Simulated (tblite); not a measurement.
What does the GFN2-xTB structure of InChI=1S/C4H9N2/c1-2-4(6)3-5/h6H,1-3,5H2/b6-4- look like in three dimensions? (Doublet state.)

```xyz
15
C4H9N2 angstrom
C      2.0200    0.2548    0.7676
C      1.4204    0.4372   -0.5623
C      0.0804   -0.2814   -0.5025
N      0.0317   -1.4840   -0.8635
C     -1.0634    0.5483    0.0600
N     -2.3213   -0.1455    0.2394
H      2.5053   -0.6709    1.0060
H      1.7819    0.9278    1.5694
H      2.0232   -0.0420   -1.3337
H      1.2604    1.4909   -0.7964
H     -0.8693   -1.9487   -0.7602
H     -0.7552    0.9520    1.0290
H     -1.2371    1.3950   -0.6128
H     -2.2096   -0.9336    0.8690
H     -2.6718   -0.4919   -0.6477
```

Any rigid rotation of these coordinates is as good. Atoms count from 1 in this order. The 2 C–N bonds span 1.257 Å (C3=N4, drawn double) to 1.448 Å (C5–N6, drawn single), a spread of 0.191 Å. The C–C distances run from 1.470 Å (C1–C2, drawn single) to 1.522 Å (C2–C3, drawn single), a spread of 0.052 Å. C3 (carbon bonded to 2 C and N) is planar (angles 126.8°, 118.3° and 114.8°, sum 359.9°, 0.02 Å off the plane of its three neighbours). C1 (carbon bonded to C and 2 H) is almost planar (angles 120.5°, 119.5° and 118.4°, sum 358.4°, 0.09 Å off the plane of its three neighbours).

Bonds between heavy atoms (Å): C1–C2 1.470, C2–C3 1.522, C3=N4 1.257, C3–C5 1.521, C5–N6 1.448.

The geometry is computed with GFN2-xTB (gas phase). This method treats the open shell by occupation alone, without spin polarisation.

Point group: C1 (no symmetry element, even within 0.4 Å). Its GFN2-xTB frequencies are all real (lowest 67 cm⁻¹). Torsions: H–C1–C2–C3 80° and -86°, C1–C2–C3–N4 -92°, C2–C3–C5–N6 -175°, C3–C5–N6–H 59° and -61°.

One conformer stands for the species.
